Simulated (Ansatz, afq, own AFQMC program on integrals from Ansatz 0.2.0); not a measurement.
# BSiH$_{2}$, doublet in cc-pVDZ, levels against CCSDT(Q)

```xyz
4

Si    0.0000    0.0000    0.6345
B     0.0000    0.0000   -1.2907
H     0.0000   -1.0258   -1.9185
H     0.0000    1.0258   -1.9185
```

Connectivity, by distances: Si–BH2.

Basis cc-pVDZ. Noble-gas cores (and the filled d shells of Ga–Kr and In–Xe) are frozen. Ansatz 0.2.0 and our own AFQMC program on the same integrals; the CISD trial comes from CCSD amplitudes, and released means the phaseless constraint is let go. Free AFQMC starts from the CCSD state and is never constrained. Its projection time is finite, and what remains of the start isn't in its error. Error bars are statistical, one sigma.

Determinant: UHF, the one that the program's search chose, which needn't be the lowest solution. The geometry is a point of a scan.

No full CI on the walks' own integrals is used here; CCSDT(Q) serves as the reference and is uncertain by about the last step of the cluster series.

Cautions: an unrestricted solution with more broken spin lies lower (13 meV, ⟨S²⟩ 0.92).

The T1 diagnostic is 0.0230. The weight of the determinant in the CISD state is 0.875. The ⟨S²⟩ of the determinant is 0.760 and the size of the correlated space is 9 electrons in 36 orbitals.

| level | correlation energy (eV) |
| --- | --- |
| MP2 | -3.9454 |
| CCSD | -4.9766 |
| CCSD(T) | -5.1200 |

Question: Estimate where AFQMC with the constraint released lies against CCSD(T) on the same integrals.

Answer: 4.6 ± 0.9 kJ/mol below CCSD(T).

Reference: CCSDT(Q), correlation energy -5.161 eV. The released energy is read at 2.40 1/Eh (meV from the phaseless value at times in 1/Eh: -4 ± 10 at 0.24, -12 ± 9 at 0.51, -15 ± 11 at 0.99, -20 ± 9 at 1.62, -15 ± 10 at 2.40).

| level | E − E(reference) (kJ/mol) | share of correlation (%) |
| --- | --- | --- |
| CCSD(T) | 3.9 | 99.21 |
| CCSDT | 0.7 | 99.85 |
| ph-AFQMC/HF | 8.8 ± 4.7 | 98.24 |
| ph-AFQMC/CISD | 0.8 ± 0.9 | 99.84 |
| released AFQMC | -0.7 ± 0.9 | 100.13 |
| free AFQMC | -1.0 ± 1.5 | 100.21 |

Free projections are given only where their last times agree within the noise and don't stop above the reference; a slow remainder of the start can still hide under it. A walk keeps the symmetry of its determinant, which the program's search chose and which needn't be the lowest solution, so a lower state of the same spin and another symmetry isn't excluded. Released energies are given only where the last usable release times agree within the noise; a slower fall can still hide under it.
